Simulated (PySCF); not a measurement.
Work out the structure from these simulated measurements.

Elements present: C, Cl and H. Monoisotopic mass: 131.9300 u.

- XPS: Cl2p3/2 206.6 (×3), C1s 291.8, C1s 295.4, Cl1s 2829.1 (×3) eV [ΔSCF SCAN, pcX-2 on the ionised atom, pcseg-1 elsewhere, spin-free X2C, 2p3/2 from a spin–orbit splitting computed afterwards within the 2p shell]
- Rotational structure: rotational constants A, B, C: 2.372, 2.372, 1.717 GHz [GFN2-xTB]
- Dipole: 1.86 D [B3LYP/def2-SVPD]
- UV, strongest line: among the 8 lowest singlet transitions: S2/S3 at 6.57 eV (189 nm, f = 0.029 summed over these states) [TDDFT B3LYP/def2-SVPD]
- UV, first state: lowest singlet excitation: 6.15 eV (202 nm, f = 0.000) [TDDFT B3LYP/def2-SVPD]
- Polarisability: 68.2 au [B3LYP/def2-SVPD]
- Triplet: lowest triplet excitation (Tamm–Dancoff): 5.65 eV [TDA B3LYP/def2-SVPD]

Electronic properties: PySCF, gas phase, density fitting. Levels stand in brackets. Geometry: GFN2-xTB; no solvent, vibrations or thermal averaging.

**Question.** Which formula fits the mass and the elements?

**Answer.** C2H3Cl3 (calculated 131.9300). No other formula that holds each of these elements comes within 0.0003 u with a fitting electron parity and a possible valence count.

**Question.** Give a SMILES that accounts for the data.

**Answer.** Numbering: `[CH3:1][C:2]([Cl:3])([Cl:4])[Cl:5]`. Its formula, C2H3Cl3, gives 0 degrees of unsaturation, so no ring and no π bond. The core levels belong to: Cl2p3/2 206.6 eV, chlorine of a CCl3 group [Cl3/Cl4/Cl5]; C1s 291.8 eV, methyl carbon [C1]; C1s 295.4 eV, CCl3 carbon [C2]; Cl1s 2829.1 eV, chlorine of a CCl3 group [Cl3/Cl4/Cl5]. S1 is mainly HOMO→LUMO (weight 0.98); the largest Löwdin shares of the orbital it empties are 0.33 on each of 3 atoms of one kind (chlorine of a CCl3 group), of the orbital it fills 0.24 on each of 3 atoms of one kind (chlorine of a CCl3 group) and 0.24 on the CCl3 carbon. The optimised geometry has point group C3v and is an oblate symmetric top. Structure: `CC(Cl)(Cl)Cl`. Computed isomers that give other values at the same levels: `ClCC(Cl)Cl` (rotational constant A: 3.622 GHz; this holds for the one conformer computed). The assignments are read from this structure; whether some other isomer fits the data as well wasn't checked.
